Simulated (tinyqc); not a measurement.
Worked calculation (part 2 of 3): UKS/B3LYP (VWN-RPA form) in the sto-6g basis, for CH2, spin multiplicity 3. Computed by tinyqc, a small Python program that keeps every step (integrals from PySCF). Command: `OMP_NUM_THREADS=1 python tinyqc.py 21660 21661 out.jsonl` (the two numbers bound the seeds that draw the settings). One thread of a shared host (Intel(R) Xeon(R) Processor @ 2.60GHz), about 5 s of CPU time with the checks.

Geometry (angstrom):
```
atom         x          y         z
C     0.000000   0.000000  0.000000
H     0.000000   0.907000  0.694000
H     0.000000  -0.907000  0.694000
```

## Iteration 1: diagonalisation and new density

F(alpha) (hartree):
```
             1C 1s      1C 2s     1C 2px     1C 2py     1C 2pz      2H 1s      3H 1s
1C 1s   -10.331659  -2.665832   0.000000   0.000000  -0.005872  -0.633495  -0.633495
1C 2s    -2.665832  -1.249588   0.000000   0.000000  -0.082719  -0.560714  -0.560714
1C 2px    0.000000   0.000000  -0.076247   0.000000   0.000000   0.000000   0.000000
1C 2py    0.000000   0.000000   0.000000  -0.192174   0.000000  -0.234971   0.234971
1C 2pz   -0.005872  -0.082719   0.000000   0.000000  -0.152877  -0.199874  -0.199874
2H 1s    -0.633495  -0.560714   0.000000  -0.234971  -0.199874  -0.380952  -0.206630
3H 1s    -0.633495  -0.560714   0.000000   0.234971  -0.199874  -0.206630  -0.380952
```

F(beta) (hartree):
```
            1C 1s      1C 2s    1C 2px     1C 2py     1C 2pz      2H 1s      3H 1s
1C 1s   -9.711428  -2.579294  0.000000   0.000000  -0.004792  -0.609946  -0.609946
1C 2s   -2.579294  -1.108075  0.000000   0.000000  -0.072776  -0.492228  -0.492228
1C 2px   0.000000   0.000000  0.009787   0.000000   0.000000   0.000000   0.000000
1C 2py   0.000000   0.000000  0.000000  -0.094105   0.000000  -0.196505   0.196505
1C 2pz  -0.004792  -0.072776  0.000000   0.000000  -0.058954  -0.167391  -0.167391
2H 1s   -0.609946  -0.492228  0.000000  -0.196505  -0.167391  -0.278703  -0.180305
3H 1s   -0.609946  -0.492228  0.000000   0.196505  -0.167391  -0.180305  -0.278703
```

X:
```
            1C 1s      1C 2s    1C 2px     1C 2py     1C 2pz      2H 1s      3H 1s
1C 1s    1.025508  -0.147712  0.000000   0.000000  -0.012318   0.022994   0.022994
1C 2s   -0.147712   1.264277  0.000000   0.000000   0.139530  -0.321289  -0.321289
1C 2px   0.000000   0.000000  1.000000   0.000000   0.000000   0.000000   0.000000
1C 2py   0.000000   0.000000  0.000000   1.142676   0.000000  -0.254014   0.254014
1C 2pz  -0.012318   0.139530  0.000000   0.000000   1.080762  -0.186566  -0.186566
2H 1s    0.022994  -0.321289  0.000000  -0.254014  -0.186566   1.230811  -0.026335
3H 1s    0.022994  -0.321289  0.000000   0.254014  -0.186566  -0.026335   1.230811
```

Diagonalise F' = X^T F X, C = X C', fill 5 alpha and 3 beta electrons from the bottom; D(s) = C_occ C_occ^T. Each column has its largest component positive (the first on a tie).

F' = X^T F X (alpha) (hartree):
```
            1          2          3          4          5          6          7
1  -10.137801  -1.371938   0.000000   0.000000  -0.018711  -0.104074  -0.104074
2   -1.371938  -0.553680   0.000000   0.000000   0.074113  -0.312034  -0.312034
3    0.000000   0.000000  -0.076247   0.000000   0.000000   0.000000   0.000000
4    0.000000   0.000000   0.000000  -0.000611   0.000000  -0.256415   0.256415
5   -0.018711   0.074113   0.000000   0.000000  -0.047228  -0.187298  -0.187298
6   -0.104074  -0.312034   0.000000  -0.256415  -0.187298  -0.047840  -0.047677
7   -0.104074  -0.312034   0.000000   0.256415  -0.187298  -0.047677  -0.047840
```

orbital energies (alpha) (hartree): MO1 -10.334536, MO2 -0.679918, MO3 -0.363013, MO4 -0.193605, MO5 -0.076247, MO6 0.362238, MO7 0.373832

coefficients C (alpha):
```
              MO1        MO2        MO3        MO4       MO5        MO6        MO7
1C 1s    0.995227  -0.217115   0.000000   0.122143  0.000000   0.000000  -0.148866
1C 2s    0.021439   0.719420   0.000000  -0.603283  0.000000   0.000000   0.981917
1C 2px   0.000000   0.000000   0.000000   0.000000  1.000000   0.000000   0.000000
1C 2py   0.000000   0.000000   0.554307   0.000000  0.000000   1.061838   0.000000
1C 2pz   0.003377   0.124052   0.000000   0.748188  0.000000   0.000000   0.825890
2H 1s   -0.005108   0.248885   0.448708   0.270856  0.000000  -0.808327  -0.853587
3H 1s   -0.005108   0.248885  -0.448708   0.270856  0.000000   0.808327  -0.853587
```

F' = X^T F X (beta) (hartree):
```
           1          2         3          4          5          6          7
1  -9.507242  -1.385224  0.000000   0.000000  -0.022730  -0.092501  -0.092501
2  -1.385224  -0.427069  0.000000   0.000000   0.079042  -0.296714  -0.296714
3   0.000000   0.000000  0.009787   0.000000   0.000000   0.000000   0.000000
4   0.000000   0.000000  0.000000   0.092575   0.000000  -0.248903   0.248903
5  -0.022730   0.079042  0.000000   0.000000   0.043838  -0.180996  -0.180996
6  -0.092501  -0.296714  0.000000  -0.248903  -0.180996   0.038990  -0.044359
7  -0.092501  -0.296714  0.000000   0.248903  -0.180996  -0.044359   0.038990
```

orbital energies (beta) (hartree): MO1 -9.717662, MO2 -0.537546, MO3 -0.264071, MO4 -0.097928, MO5 0.009787, MO6 0.439994, MO7 0.457295

coefficients C (beta):
```
              MO1        MO2        MO3        MO4       MO5        MO6        MO7
1C 1s    0.992682  -0.217958   0.000000   0.129750  0.000000   0.000000  -0.157915
1C 2s    0.032688   0.688894   0.000000  -0.612582  0.000000   0.000000   0.997615
1C 2px   0.000000   0.000000   0.000000   0.000000  1.000000   0.000000   0.000000
1C 2py   0.000000   0.000000   0.547009   0.000000  0.000000   1.065616   0.000000
1C 2pz   0.005048   0.125906   0.000000   0.750361  0.000000   0.000000   0.823626
2H 1s   -0.008378   0.269482   0.454244   0.260198  0.000000  -0.805229  -0.850617
3H 1s   -0.008378   0.269482  -0.454244   0.260198  0.000000   0.805229  -0.850617
```

D(alpha) after iteration 1:
```
            1C 1s      1C 2s    1C 2px     1C 2py     1C 2pz      2H 1s      3H 1s
1C 1s    1.052534  -0.208548  0.000000   0.000000   0.067813  -0.026037  -0.026037
1C 2s   -0.208548   0.881975  0.000000   0.000000  -0.362051   0.015540   0.015540
1C 2px   0.000000   0.000000  1.000000   0.000000   0.000000   0.000000   0.000000
1C 2py   0.000000   0.000000  0.000000   0.307256   0.000000   0.248722  -0.248722
1C 2pz   0.067813  -0.362051  0.000000   0.000000   0.575185   0.233509   0.233509
2H 1s   -0.026037   0.015540  0.000000   0.248722   0.233509   0.336672  -0.066007
3H 1s   -0.026037   0.015540  0.000000  -0.248722   0.233509  -0.066007   0.336672
```

D(beta) after iteration 1:
```
            1C 1s      1C 2s    1C 2px     1C 2py     1C 2pz      2H 1s      3H 1s
1C 1s    1.032923  -0.117701  0.000000   0.000000  -0.022431  -0.067052  -0.067052
1C 2s   -0.117701   0.475643  0.000000   0.000000   0.086901   0.185371   0.185371
1C 2px   0.000000   0.000000  0.000000   0.000000   0.000000   0.000000   0.000000
1C 2py   0.000000   0.000000  0.000000   0.299219   0.000000   0.248475  -0.248475
1C 2pz  -0.022431   0.086901  0.000000   0.000000   0.015878   0.033887   0.033887
2H 1s   -0.067052   0.185371  0.000000   0.248475   0.033887   0.279028  -0.133647
3H 1s   -0.067052   0.185371  0.000000  -0.248475   0.033887  -0.133647   0.279028
```

## Iteration 2: exchange-correlation on the grid

Becke grid with 20 radial and 14 angular points per atom, points of zero weight dropped. rho = sum D_ij phi_i phi_j; V_xc,ij = sum w v_xc phi_i phi_j plus the gradient terms; v_xc is d(rho eps)/d rho(s) for spin s at fixed gradient. Exact exchange is left to K.

The 12 grid points with the largest w rho, of 832 (bohr, atomic units):
```
x                  y          z         w  rho(alpha)  rho(beta)     eps_xc  v_xc(alpha)
-0.737458   0.737458  -0.737458  0.573826    0.110421   0.025337  -0.384217    -0.481948
0.737458    0.737458  -0.737458  0.573826    0.110421   0.025337  -0.384217    -0.481948
-0.737458  -0.737458  -0.737458  0.573826    0.110421   0.025337  -0.384217    -0.481948
0.737458   -0.737458  -0.737458  0.573826    0.110421   0.025337  -0.384217    -0.481948
-0.737458   0.737458   0.737458  0.473430    0.098198   0.059782  -0.377301    -0.489080
-0.737458  -0.737458   0.737458  0.473430    0.098198   0.059782  -0.377301    -0.489080
0.737458    0.737458   0.737458  0.473430    0.098198   0.059782  -0.377301    -0.489080
0.737458   -0.737458   0.737458  0.473430    0.098198   0.059782  -0.377301    -0.489080
-1.277315   0.000000   0.000000  0.510364    0.125487   0.020026  -0.396169    -0.498407
1.277315    0.000000   0.000000  0.510364    0.125487   0.020026  -0.396169    -0.498407
-0.976610   0.976610  -0.976610  1.226733    0.047008   0.011310  -0.307111    -0.358251
-0.976610  -0.976610  -0.976610  1.226733    0.047008   0.011310  -0.307111    -0.358251
```

electrons on the grid, sum of w rho = 7.966572

E_xc = sum of w rho eps_xc = -4.99792628 hartree

V_xc(alpha) (hartree):
```
            1C 1s      1C 2s     1C 2px     1C 2py     1C 2pz      2H 1s      3H 1s
1C 1s   -1.866645  -0.241058   0.000000   0.000000   0.001963  -0.061984  -0.061984
1C 2s   -0.241058  -0.484120   0.000000   0.000000  -0.000653  -0.198702  -0.198702
1C 2px   0.000000   0.000000  -0.480880   0.000000   0.000000   0.000000   0.000000
1C 2py   0.000000   0.000000   0.000000  -0.483624   0.000000  -0.150667   0.150667
1C 2pz   0.001963  -0.000653   0.000000   0.000000  -0.487639  -0.117141  -0.117141
2H 1s   -0.061984  -0.198702   0.000000  -0.150667  -0.117141  -0.397705  -0.061445
3H 1s   -0.061984  -0.198702   0.000000   0.150667  -0.117141  -0.061445  -0.397705
```

V_xc(beta) (hartree):
```
            1C 1s      1C 2s     1C 2px     1C 2py     1C 2pz      2H 1s      3H 1s
1C 1s   -1.848080  -0.229530   0.000000   0.000000  -0.001664  -0.059803  -0.059803
1C 2s   -0.229530  -0.409877   0.000000   0.000000  -0.034742  -0.181951  -0.181951
1C 2px   0.000000   0.000000  -0.376922   0.000000   0.000000   0.000000   0.000000
1C 2py   0.000000   0.000000   0.000000  -0.450081   0.000000  -0.145234   0.145234
1C 2pz  -0.001664  -0.034742   0.000000   0.000000  -0.402544  -0.114534  -0.114534
2H 1s   -0.059803  -0.181951   0.000000  -0.145234  -0.114534  -0.382963  -0.056917
3H 1s   -0.059803  -0.181951   0.000000   0.145234  -0.114534  -0.056917  -0.382963
```

## Iteration 2: building the Kohn-Sham matrix

core Hamiltonian H = T + V (hartree):
```
             1C 1s      1C 2s     1C 2px     1C 2py     1C 2pz      2H 1s      3H 1s
1C 1s   -18.866033  -4.336615   0.000000   0.000000  -0.019789  -1.030943  -1.030943
1C 2s    -4.336615  -5.573819   0.000000   0.000000  -0.196324  -2.288370  -2.288370
1C 2px    0.000000   0.000000  -4.509203   0.000000   0.000000   0.000000   0.000000
1C 2py    0.000000   0.000000   0.000000  -4.655969   0.000000  -1.514623   1.514623
1C 2pz   -0.019789  -0.196324   0.000000   0.000000  -4.595130  -1.209624  -1.209624
2H 1s    -1.030943  -2.288370   0.000000  -1.514623  -1.209624  -3.494166  -0.744914
3H 1s    -1.030943  -2.288370   0.000000   1.514623  -1.209624  -0.744914  -3.494166
```

nuclear repulsion = 5.85199160 hartree

Given earlier and not repeated: Two-electron integrals (ij|kl) in chemists' order.

J_ij = sum D_kl (ij|kl) with D = D(alpha) + D(beta), K_ij = sum D_kl (ik|jl) for each spin; F = H + J - 0.2 K(s) + V_xc; E = tr D H + tr D J / 2 - 0.1 sum_s tr D(s) K(s) + E_xc + E_nn.

Coulomb J (hartree):
```
            1C 1s     1C 2s    1C 2px     1C 2py    1C 2pz     2H 1s      3H 1s
1C 1s   11.379994  2.065641  0.000000   0.000000  0.013383  0.501585   0.501585
1C 2s    2.065641  5.055856  0.000000   0.000000  0.135743  2.052929   2.052929
1C 2px   0.000000  0.000000  5.018420   0.000000  0.000000  0.000000   0.000000
1C 2py   0.000000  0.000000  0.000000   5.101735  0.000000  1.494764  -1.494764
1C 2pz   0.013383  0.135743  0.000000   0.000000  5.047416  1.177529   1.177529
2H 1s    0.501585  2.052929  0.000000   1.494764  1.177529  3.666251   0.650696
3H 1s    0.501585  2.052929  0.000000  -1.494764  1.177529  0.650696   3.666251
```

exchange K(alpha) (hartree):
```
           1C 1s      1C 2s    1C 2px     1C 2py     1C 2pz     2H 1s      3H 1s
1C 1s   3.630727   0.598122  0.000000   0.000000   0.001848  0.153820   0.153820
1C 2s   0.598122   0.982239  0.000000   0.000000  -0.051399  0.448917   0.448917
1C 2px  0.000000   0.000000  0.860185   0.000000   0.000000  0.000000   0.000000
1C 2py  0.000000   0.000000  0.000000   0.679780   0.000000  0.326242  -0.326242
1C 2pz  0.001848  -0.051399  0.000000   0.000000   0.757975  0.248840   0.248840
2H 1s   0.153820   0.448917  0.000000   0.326242   0.248840  0.634225   0.143961
3H 1s   0.153820   0.448917  0.000000  -0.326242   0.248840  0.143961   0.634225
```

exchange K(beta) (hartree):
```
           1C 1s     1C 2s    1C 2px     1C 2py    1C 2pz     2H 1s      3H 1s
1C 1s   3.575811  0.549912  0.000000   0.000000  0.002328  0.138361   0.138361
1C 2s   0.549912  0.651973  0.000000   0.000000  0.183542  0.395766   0.395766
1C 2px  0.000000  0.000000  0.133570   0.000000  0.000000  0.000000   0.000000
1C 2py  0.000000  0.000000  0.000000   0.591390  0.000000  0.309951  -0.309951
1C 2pz  0.002328  0.183542  0.000000   0.000000  0.198230  0.171802   0.171802
2H 1s   0.138361  0.395766  0.000000   0.309951  0.171802  0.559467   0.103401
3H 1s   0.138361  0.395766  0.000000  -0.309951  0.171802  0.103401   0.559467
```

F(alpha) (hartree):
```
             1C 1s      1C 2s     1C 2px     1C 2py     1C 2pz      2H 1s      3H 1s
1C 1s   -10.078830  -2.631656   0.000000   0.000000  -0.004812  -0.622106  -0.622106
1C 2s    -2.631656  -1.198530   0.000000   0.000000  -0.050953  -0.523926  -0.523926
1C 2px    0.000000   0.000000  -0.143700   0.000000   0.000000   0.000000   0.000000
1C 2py    0.000000   0.000000   0.000000  -0.173814   0.000000  -0.235774   0.235774
1C 2pz   -0.004812  -0.050953   0.000000   0.000000  -0.186949  -0.199004  -0.199004
2H 1s    -0.622106  -0.523926   0.000000  -0.235774  -0.199004  -0.352466  -0.184454
3H 1s    -0.622106  -0.523926   0.000000   0.235774  -0.199004  -0.184454  -0.352466
```

F(beta) (hartree):
```
             1C 1s      1C 2s    1C 2px     1C 2py     1C 2pz      2H 1s      3H 1s
1C 1s   -10.049282  -2.610485  0.000000   0.000000  -0.008536  -0.616833  -0.616833
1C 2s    -2.610485  -1.058234  0.000000   0.000000  -0.132031  -0.496545  -0.496545
1C 2px    0.000000   0.000000  0.105581   0.000000   0.000000   0.000000   0.000000
1C 2py    0.000000   0.000000  0.000000  -0.122593   0.000000  -0.227083   0.227083
1C 2pz   -0.008536  -0.132031  0.000000   0.000000   0.010095  -0.180990  -0.180990
2H 1s    -0.616833  -0.496545  0.000000  -0.227083  -0.180990  -0.322772  -0.171814
3H 1s    -0.616833  -0.496545  0.000000   0.227083  -0.180990  -0.171814  -0.322772
```

total energy of this density = -39.01800451 hartree

## Iteration 2: DIIS over 2 matrices

error matrix X^T (FDS - SDF) X (alpha):
```
           1          2         3          4          5          6          7
1   0.000000   0.010359  0.000000   0.000000   0.012895  -0.011859  -0.011859
2  -0.010359   0.000000  0.000000   0.000000  -0.007592   0.003758   0.003758
3   0.000000   0.000000  0.000000   0.000000   0.000000   0.000000   0.000000
4   0.000000   0.000000  0.000000   0.000000   0.000000   0.004372  -0.004372
5  -0.012895   0.007592  0.000000   0.000000   0.000000  -0.004013  -0.004013
6   0.011859  -0.003758  0.000000  -0.004372   0.004013   0.000000   0.000000
7   0.011859  -0.003758  0.000000   0.004372   0.004013   0.000000   0.000000
```

B (overlaps of the stored error matrices):
```
                1               2
1   1.3072676e+00  -5.3345582e-03
2  -5.3345582e-03   1.1325362e-02
```

Minimise |sum c_i e_i|^2 with sum c_i = 1: solve [B -1; -1 0][c; lambda] = [0; -1] with B_ij = tr e_i^T e_j summed over both spins, and take F = sum c_i F_i.

DIIS coefficients: 0.012533  0.987467

extrapolated F(alpha) (hartree):
```
             1C 1s      1C 2s     1C 2px     1C 2py     1C 2pz      2H 1s      3H 1s
1C 1s   -10.081998  -2.632084   0.000000   0.000000  -0.004826  -0.622249  -0.622249
1C 2s    -2.632084  -1.199170   0.000000   0.000000  -0.051352  -0.524388  -0.524388
1C 2px    0.000000   0.000000  -0.142855   0.000000   0.000000   0.000000   0.000000
1C 2py    0.000000   0.000000   0.000000  -0.174044   0.000000  -0.235764   0.235764
1C 2pz   -0.004826  -0.051352   0.000000   0.000000  -0.186522  -0.199015  -0.199015
2H 1s    -0.622249  -0.524388   0.000000  -0.235764  -0.199015  -0.352823  -0.184732
3H 1s    -0.622249  -0.524388   0.000000   0.235764  -0.199015  -0.184732  -0.352823
```

extrapolated F(beta) (hartree):
```
             1C 1s      1C 2s    1C 2px     1C 2py     1C 2pz      2H 1s      3H 1s
1C 1s   -10.045048  -2.610095  0.000000   0.000000  -0.008489  -0.616747  -0.616747
1C 2s    -2.610095  -1.058858  0.000000   0.000000  -0.131288  -0.496491  -0.496491
1C 2px    0.000000   0.000000  0.104380   0.000000   0.000000   0.000000   0.000000
1C 2py    0.000000   0.000000  0.000000  -0.122236   0.000000  -0.226699   0.226699
1C 2pz   -0.008489  -0.131288  0.000000   0.000000   0.009230  -0.180820  -0.180820
2H 1s    -0.616747  -0.496491  0.000000  -0.226699  -0.180820  -0.322219  -0.171921
3H 1s    -0.616747  -0.496491  0.000000   0.226699  -0.180820  -0.171921  -0.322219
```
